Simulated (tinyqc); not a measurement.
Coupled-perturbed Hartree-Fock on RHF in the sto-6g basis, for CH3-, spin multiplicity 1, step by step. The basis has no diffuse functions, so it cannot describe the extra electron: this is an exercise in the method, not the real anion. One step of it, computed by the program tinyqc.

Task: Response to a field: uncoupled start. Field along z; U_ai = -mu_ai / (e_a - e_i), alpha = -4 sum U_ai mu_ai.

orbital energies (hartree): MO1 -10.550106, MO2 -0.382851, MO3 -0.081203, MO4 -0.081191, MO5 0.216363, MO6 0.935814, MO7 1.132513, MO8 1.132636

dipole integrals <a|z|i> (bohr):
```
           i1         i2        i3        i4         i5
a6  -0.002257   0.000872  0.000000  0.000037   0.436638
a7   0.000004  -0.000014  0.000000  0.019994  -0.000746
a8   0.000000   0.000000  0.019996  0.000000   0.000000
```

Give: uncoupled U; uncoupled polarisability.

Result:

uncoupled U:
```
       i1      i2      i3      i4      i5
a6  0.000  -0.001   0.000   0.000  -0.607
a7  0.000   0.000   0.000  -0.016   0.001
a8  0.000   0.000  -0.016   0.000   0.000
```

uncoupled polarisability = 1.063 bohr^3
